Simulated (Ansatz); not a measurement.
Molecule (SMILES): FOF.
Atoms: F1, O2, F3. Bonds: F1-O2, O2-F3.

Basis-set convergence of the optimised F1-O2 bond length at MP2 with Ansatz (an electronic-structure program). The reference of a correlated method is not its basis-set limit, which lies further on. Cartesian d functions, on some or all atoms, in 6-31G*; all else is spherical. Cores are frozen. A restricted Hartree-Fock determinant is unstable towards unrestricted orbitals. No added dispersion term, no relativity. Reference: the value in def2-QZVPP, 1.3976 Å, itself unsure by roughly 0.0004 Å (its distance from cc-pVQZ).

| basis | functions | optimised F1-O2 bond length (Å) |
|---|---|---|
| cc-pVDZ | 42 | 1.4193 |
| def2-SVP | 42 | 1.4049 |
| 6-31G* | 45 | 1.4236 |
| 6-311G** | 54 | (withheld) |
| 6-311+G** | 66 | 1.4063 |
| aug-cc-pVDZ | 69 | 1.4220 |
| cc-pVTZ | 90 | (withheld) |
| pcseg-2 | 90 | (withheld) |
| def2-TZVPP | 93 | 1.4012 |
| 6-311++G(3df,3pd) | 117 | 1.3953 |
| jun-cc-pV(T+d)Z | 117 | 1.4013 |
| def2-TZVPPD | 120 | 1.4017 |
| cc-pCVTZ | 129 | (withheld) |
| aug-cc-pVTZ | 138 | 1.4034 |
| cc-pVQZ | 165 | 1.3980 |
| def2-QZVPP | 171 | 1.3976 |

Problem. Complete the blanks.

Solution. 
- 6-311G**, optimised F1-O2 bond length (Å): 1.4044
- cc-pVTZ, optimised F1-O2 bond length (Å): 1.4009
- pcseg-2, optimised F1-O2 bond length (Å): 1.4025
- cc-pCVTZ, optimised F1-O2 bond length (Å): 1.4003
